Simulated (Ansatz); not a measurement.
**Worked example: C3H6O2 → C2H3O + CH3O**

Species: C3H6O2 (methoxyacetaldehyde) `COCC=O`, singlet; C2H3O (vinyloxy radical) `C=C[O]`, doublet; CH3O `C[O]`, doublet. 

Shapes, held fixed at every level: PBE0-D4/def2-TZVP. Flexible molecules stand in one conformer, not always the lowest. Programs: Ansatz 0.2.0. The zero-point and thermal change to 298 K, harmonic and unscaled (PBE0-D4/def2-TZVP), is -22.9 kJ/mol.

At B2PLYP/def2-TZVPP; 1 Eh = 2625.50 kJ/mol:

| species | energy (Eh) |
| --- | --- |
| C3H6O2 | -268.245191 |
| C2H3O | -153.113068 |
| CH3O | -115.009283 |

Problem. Work out ΔH(298 K) of the reaction at this level.

Solution. 
1. Products less reactants: (-153.113068) + (-115.009283) − [(-268.245191)] = 0.122840 Eh = +322.5 kJ/mol.
2. With the thermal change: +322.5 + (-22.9) = +299.6 kJ/mol.

Other levels give +271.6 (r2SCAN0-D4/def2-TZVPP) to +378.1 kJ/mol (SPW92/def2-TZVPP). No measured value is set beside it here. Spin contamination: C2H3O (⟨S²⟩ up to 0.92). Open shells run unrestricted unless RO is named.
